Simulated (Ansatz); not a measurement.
# SiN2H6: vertical ionisation energy

How much energy removes an electron from SiN2H6 at fixed geometry? The cation is run at each level and the neutral's energy taken from earlier runs.

Computed with Ansatz 0.2.0, Gaussian basis. Level: unrestricted cation, the program's frozen cores in correlated methods.

Levels to be run: UKS PBE-D4/def2-TZVPP; UKS r2SCAN-D4/def2-TZVPP; UKS PBE0-D4/def2-TZVPP; UKS B3LYP-D4/def2-TZVPP; UKS wB97X-V/def2-TZVPP; UKS wB97M-V/def2-TZVPP; UKS B2PLYP/def2-TZVPP; UHF-CCSD(T)/def2-TZVPP; UHF-CCSD(T)/def2-QZVPP; extrapolation to the limit; then −ε(HOMO) from the neutral's earlier runs with LDA (SPW92), PBE-D4, revPBE-D4, BLYP-D4, r2SCAN-D4, B97M-V, PBE0-D4, B3LYP-D4, r2SCANh-D4, r2SCAN0-D4, HSE06-D4, BHLYP-D4, CAM-B3LYP-D4, LC-ωPBE, ωB97X-V, ωB97M-V.

## 1. The relaxed structure

All runs share one geometry, relaxed beforehand with PBE0-D4 in a triple-zeta def2 set.

SMILES `NN[SiH3]`, 9 atoms, charge 0, spin multiplicity 1.

Atoms are counted from 1 here; the program's logs count them from 0.

Bond lengths: N1–N2 1.407 Å, N1–H4 1.014 Å, N1–H5 1.013 Å, N2–Si3 1.714 Å, N2–H6 1.005 Å, Si3–H7 1.494 Å, Si3–H8 1.491 Å, Si3–H9 1.486 Å. Angles: N2–N1–H4 110.8°, N2–N1–H5 110.1°, H4–N1–H5 108.5°, N1–N2–Si3 123.5°, N1–N2–H6 112.1°, Si3–N2–H6 123.5°, N2–Si3–H7 112.3°, N2–Si3–H8 110.9°, N2–Si3–H9 107.1°, H7–Si3–H8 106.4°, H7–Si3–H9 109.8°, H8–Si3–H9 110.4°.

## 2. Cation, UKS PBE-D4/def2-TZVPP

in.yaml

```yaml
crystal:
  periodic: [false, false, false]
  atoms:
    - {symbol: N, position_ang: [-0.558798, 0.925039, -1.203119]}
    - {symbol: N, position_ang: [-0.285456, 0.708205, 0.159691]}
    - {symbol: Si, position_ang: [0.408446, -0.736644, 0.767485]}
    - {symbol: H, position_ang: [0.267926, 0.761311, -1.767474]}
    - {symbol: H, position_ang: [-1.290546, 0.297563, -1.515551]}
    - {symbol: H, position_ang: [-0.377522, 1.549257, 0.701780]}
    - {symbol: H, position_ang: [1.729201, -1.040038, 0.139617]}
    - {symbol: H, position_ang: [-0.469783, -1.907347, 0.484548]}
    - {symbol: H, position_ang: [0.576533, -0.557346, 2.233034]}
basis:
  gaussian: {orbitals: def2-TZVPP}
total_charge: 1
magnetization: {spin_polarized: true, initial_magnetization: 1}
hamiltonian: {xc: pbe, dispersion: d4}
```

Run with:

```
ansatz run in.yaml --threads 2 --pin off --events-out ev --progress --plain --max-ram 32768MiB --backend cpu
```

Further steps of the session: Cation, UKS r2SCAN-D4/def2-TZVPP; Cation, UKS PBE0-D4/def2-TZVPP; Cation, UKS B3LYP-D4/def2-TZVPP; Cation, UKS wB97X-V/def2-TZVPP; Cation, UKS wB97M-V/def2-TZVPP; Cation, UKS B2PLYP (frozen core)/def2-TZVPP; Cation, UHF-CCSD(T)/def2-TZVPP; Cation, UHF-CCSD(T)/def2-QZVPP.

Q: Predict the results of all the runs planned. Wanted: ionisation energy, CCSD(T)/CBS; nearest functional by difference; nearest −ε(HOMO); −ε(HOMO) of PBE; T1 of the cation.

As calculated:

```
                        quantity               value
  ionisation energy, CCSD(T)/CBS             9.57 eV
nearest functional by difference  ωB97M-V (-0.16 eV)
                nearest −ε(HOMO)  ωB97X-V (-0.10 eV)
                 −ε(HOMO) of PBE             5.62 eV
                T1 of the cation               0.023
```

What this shows: Energy differences with functionals land within 0.47 eV of the reference. −ε(HOMO) of PBE misses by 4.0 eV, since self-interaction lifts the level. Among orbital estimates ωB97X-V comes nearest. Hartree-Fock falls 1.44 eV short, as the neutral has more correlation energy than the cation.
